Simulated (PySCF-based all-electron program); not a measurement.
## CCl, doublet: squeezing and stretching

Calculated with an in-house all-electron program built on PySCF, in large uncontracted Gaussian sets near the basis limit; the spin-free Dirac equation, no spin–orbit coupling, spin-unrestricted, lowest state found (another of this spin can lie close). Forces are good to about 0.002 eV/Å. A positive force pushes the atoms apart.

| r (Å) | PBE (eV/Å) |
| --- | --- |
| 1.4805 | 7.028 |
| 1.645 | ? |
| 1.8095 | -2.488 |

Question: Fill in the missing PBE forces.

Answer: 1.645 Å: 0.268 eV/Å.

Question: Between which listed lengths does the PBE force vanish, and at which of the two is it smaller?

Answer: Between 1.645 and 1.810 Å. The force is smaller at 1.645 Å.
